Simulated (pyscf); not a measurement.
# Four-centre exchange: H₃C–CH₂–SiH₃ + hydrogen chloride (HCl) -> chloroethane (H₃C–CH₂–Cl) + silane (SiH₄)

Gas phase, singlet surface, charge 0. Bonds broken: C2–Si3, Cl12–H13. Bonds formed: C2–Cl12, Si3–H13. PySCF, gas phase, ωB97X-D3(BJ)/def2-SVP geometries.

Transition state (Å):

```xyz
13

C      0.5979    -1.1108     1.0183
C     -0.4202    -0.0793     0.7740
Si     0.0576     2.2743    -0.2937
H      0.0306    -1.9505     1.4738
H      1.3594    -0.8015     1.7480
H      1.0559    -1.4926     0.0952
H     -0.7773     0.5590     1.5817
H     -1.0823    -0.1376    -0.0893
H      1.2918     1.4264    -0.1650
H     -0.0903     2.5634    -1.7477
H      0.3196     3.5026     0.5075
Cl    -3.0387     0.8080     0.8790
H     -1.3412     1.7270     0.1880
```

One imaginary mode, 553i cm⁻¹; descent along it reached the two sides named.

| bond | change | reactant side (Å) | saddle | product side |
|---|---|---|---|---|
| C2–Si3 | breaks | 1.902 | 2.6 | 4.0 |
| Cl12–H13 | breaks | 1.284 | 2.050 | 3.1 |
| C2–Cl12 | forms | 3.5 | 2.8 | 1.796 |
| Si3–H13 | forms | 3.8 | 1.577 | 1.491 |

Electronic energies relative to the separated reactants (kcal/mol):

| level | barrier | reaction energy | reverse barrier |
|---|---|---|---|
| ωB97X-D3(BJ)/def2-TZVP | 95.3 | +10.5 | 84.8 |
| PBE/def2-TZVP | 77.7 | +9.2 | 68.6 |
| r²SCAN/def2-TZVP | 82.3 | +9.9 | 72.5 |
| B3LYP-D3(BJ)/def2-TZVP | 82.9 | +9.4 | 73.5 |
| PBE0-D3(BJ)/def2-TZVP | 86.8 | +10.3 | 76.5 |
| M06-2X/def2-TZVP | 93.5 | +9.6 | 83.9 |
| ωB97M-D3(BJ)/def2-TZVP | 93.0 | +10.6 | 82.4 |
| HF/def2-TZVP | 106.2 | +7.8 | 98.4 |

With ωB97M-D3(BJ)/def2-TZVP energies and thermal terms (ideal gas, 1 atm, RRHO with modes under 100 cm⁻¹ raised to 100, one conformer, R ln 2 for chiral ones without a mode under 150 cm⁻¹), in kcal/mol:

```json
[
 {"T (K)": "298", "ΔH‡": "91.2", "ΔG‡": "99.8", "ΔH": "+10.8", "ΔG": "+11.2"},
 {"T (K)": "600", "ΔH‡": "91.7", "ΔG‡": "108.2", "ΔH": "+10.1", "ΔG": "+11.8"},
 {"T (K)": "900", "ΔH‡": "92.3", "ΔG‡": "116.3", "ΔH": "+9.6", "ΔG": "+12.8"},
 {"T (K)": "1200", "ΔH‡": "92.9", "ΔG‡": "124.3", "ΔH": "+9.3", "ΔG": "+13.9"}
]
```

The same reactants have a lower exit, to H₃C–CH₂–SiH₂–Cl + H₂ (barrier +33.2 kcal/mol at ωB97M-D3(BJ)/def2-TZVP, against +93.0 kcal/mol here). H₃C–CH₂–SiH₃ lies 12.8 kcal/mol over its isomer H₃C–SiH₂–CH₃ (electronic energy, ωB97M-D3(BJ)/def2-TZVP). This is the saddle that the search found; another between the same sides may lie lower. A restricted solution here is unstable towards spin polarisation, so biradical character is likely and single-reference numbers are less safe.
